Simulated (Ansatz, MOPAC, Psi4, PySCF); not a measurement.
Molecule: C3H6Cl, charge 0, multiplicity 2. SMILES: [CH2]CCCl
Structure (B3LYP-D3(BJ)/def2-TZVP (Ansatz, a first-principles code) minimum search):
```
C
H 1 1.0924
H 1 1.0924 2 107.47
C 1 1.4860 2 110.95 3 -121.46
H 4 1.0813 1 120.92 2 153.16
H 4 1.0813 5 117.81 1 -173.29
C 1 1.5321 2 108.21 3 116.64
H 7 1.0871 1 111.53 2 60.66
H 7 1.0871 8 109.30 1 -123.78
Cl 7 1.8103 8 106.44 9 -114.59
```
Charge 0, spin multiplicity 2.

Quantity: size of the dipole moment, in D. Set-up: 6-311+G** with 5d, 6d on Na to Ar in Ansatz; non-relativistic; no dispersion term unless named; UHF or UKS for open shells; 6-31G* and kin with 6d, 5d where marked; no spin-orbit coupling. Ab initio and DFT rows: single points at B3LYP-D3(BJ) geometries (Ansatz). Semi-empirical rows: dipoles at the shared geometry.

```tsv
level	program	size of the dipole moment (D)
AM1	MOPAC	1.71
MNDO	MOPAC	2.10
PBE/3-21G	Ansatz	2.37
B3LYP/6-31G	Ansatz	2.42
B3LYP/6-31G*	Ansatz	2.23
B3LYP/6-31+G*	Ansatz	2.19
B3LYP/def2-SVP	Ansatz	1.83
B3LYP/cc-pVDZ	Ansatz	1.99
PBE0/6-311+G**	Ansatz	2.13
M06-2X/6-31G* (5d)	PySCF	2.30
M06-2X/6-311+G**	PySCF	2.17
wB97X-D/6-31G*	Psi4	2.28
wB97X-D/6-311+G**	Psi4	2.14
B3PW91/6-31G* (5d)	PySCF	2.26
```

No value to compare with is used here. The 14 habitual levels span 1.71 (AM1) to 2.42 D (B3LYP/6-31G).

The levels are drawn from those run, B3LYP/6-31G* more often than the rest, none by its result; runs whose electronic state is in doubt are left out.
